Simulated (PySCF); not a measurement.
# Reproducing measurements on F2O2S

**What was measured.**

NIST CCCBDB Release 22 (SRD 101), experimental dipoles lists, for the gas: dipole moment (microwave Stark effect) 1.12 D.

The runs below try to reproduce these values; the comparison stands at the end.

Compound: F2O2S.
Atom-mapped SMILES: `[O:1]=[S:2](=[O:3])([F:4])[F:5]`

Structure used (PBE0-D3(BJ)/def2-SVP), in Å, numbered top down from 1:
```xyz
5
F2O2S angstrom
O      0.8887   -0.6280   -1.0601
S      0.1494   -0.0852    0.0292
O      0.5196   -0.1509    1.4028
F     -1.3381   -0.5878   -0.1014
F     -0.1886    1.4161   -0.3094
```

Runs made with PySCF (gas phase, on this PBE0-D3(BJ)/def2-SVP geometry; no spin–orbit coupling):

```
                             level                                                           job  basis functions  wall time
PBE0-D3(BJ)/def2-SVP, grid level 1  geometry optimisation from a GFN2-xTB start shaken at random               74       11 s
                    B3LYP/pcSseg-2                                                    shieldings              187       11 s
                    B97-D/pcSseg-2                                                    shieldings              187       15 s
                     BLYP/pcSseg-2                                                    shieldings              187       15 s
                     BP86/pcSseg-2                                                    shieldings              187       15 s
                       HF/pcSseg-2                                                    shieldings              187      5.3 s
                      KT2/pcSseg-2                                                    shieldings              187       15 s
                      KT3/pcSseg-2                                                    shieldings              187       15 s
                      LDA/pcSseg-2                                                    shieldings              187       12 s
                     OPBE/pcSseg-2                                                    shieldings              187       15 s
                      PBE/pcSseg-2                                                    shieldings              187       14 s
                 mPW1PW91/pcSseg-2                                                    shieldings              187       11 s
```

Hardware: one thread of an Arm Neoverse V1 (shared host).

**Comparison with experiment**

**Dipole moment.** Measured: 1.12 D (NIST CCCBDB Release 22 (SRD 101), experimental dipoles).

| level | computed (D) | computed − measured (D) | % (from the printed values) |
| --- | --- | --- | --- |
| PBE0-D3(BJ)/def2-SVP | 0.78 | -0.34 | -30 |
| B3LYP/pcSseg-2 | 0.86 | -0.26 | -23 |
| B97-D/pcSseg-2 | 0.82 | -0.30 | -27 |
| BLYP/pcSseg-2 | 0.83 | -0.29 | -26 |
| BP86/pcSseg-2 | 0.84 | -0.28 | -25 |
| HF/pcSseg-2 | 1.00 | -0.12 | -11 |
| KT2/pcSseg-2 | 0.80 | -0.32 | -29 |
| KT3/pcSseg-2 | 0.79 | -0.33 | -29 |
| LDA/pcSseg-2 | 0.83 | -0.29 | -26 |
| OPBE/pcSseg-2 | 0.83 | -0.29 | -26 |
| PBE/pcSseg-2 | 0.83 | -0.29 | -26 |
| mPW1PW91/pcSseg-2 | 0.87 | -0.25 | -22 |

12 of the 13 levels run are shown, the closest and the furthest among them. Closest is HF/pcSseg-2 (-0.12 D), furthest PBE0-D3(BJ)/def2-SVP (-0.34 D); one molecule doesn't rank methods. All 13 levels lie below the measurement. The computed dipoles belong to one fixed geometry; measured ones are averaged over vibrations unless marked μe. Magnitudes are compared, not signs.

The geometry is computed, not the measured one. Where a level misses, the cause wasn't examined.
